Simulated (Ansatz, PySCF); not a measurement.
Species: C₃H₂N, net charge 0, doublet state. It need not be the lowest isomer of its formula. SMILES: N#C[C]=C
Geometry: optimised at B3LYP-D3(BJ)/def2-TZVP (Ansatz, an electronic-structure program).

Quantity: atomisation energy (electronic, to ground-state atoms), in eV. Correlated levels leave the core frozen unless marked. UHF or UKS for open shells. No spin-orbit coupling. Non-relativistic. The coupled-cluster limit lacks core correlation, which all-electron functionals hold. CBS marks a two-point X^-3 extrapolation of the correlation energy; Hartree-Fock from the larger set. [CCSD(T)-MP2]/basis is that difference in the basis named.

The UHF reference is spin-contaminated (<S^2> 0.63 over the pure value in the largest basis). The T1 diagnostic of CCSD in the largest basis is 0.057, which is high, so the coupled-cluster rows are less sure than usual.

```csv
level,program,atomisation energy (eV)
PBE-D4/def2-TZVPD,Ansatz + dftd4,29.85
M06-L/def2-TZVPD,PySCF,…
PBE0/STO-3G,Ansatz,30.48
PBE0/6-31G*,Ansatz,28.45
BHLYP-D3(BJ)/def2-TZVPD,Ansatz + dftd3,26.97
PW6B95/def2-TZVPD,PySCF,…
"RI-MP2/CBS(cc-pVTZ,cc-pVQZ)+[CCSD(T)-MP2]/cc-pVTZ",Ansatz,…
```

Some entries are withheld; supply them.


- M06-L/def2-TZVPD, atomisation energy (eV): 28.70
- PW6B95/def2-TZVPD, atomisation energy (eV): 28.40
- RI-MP2/CBS(cc-pVTZ,cc-pVQZ)+[CCSD(T)-MP2]/cc-pVTZ, atomisation energy (eV): 27.83
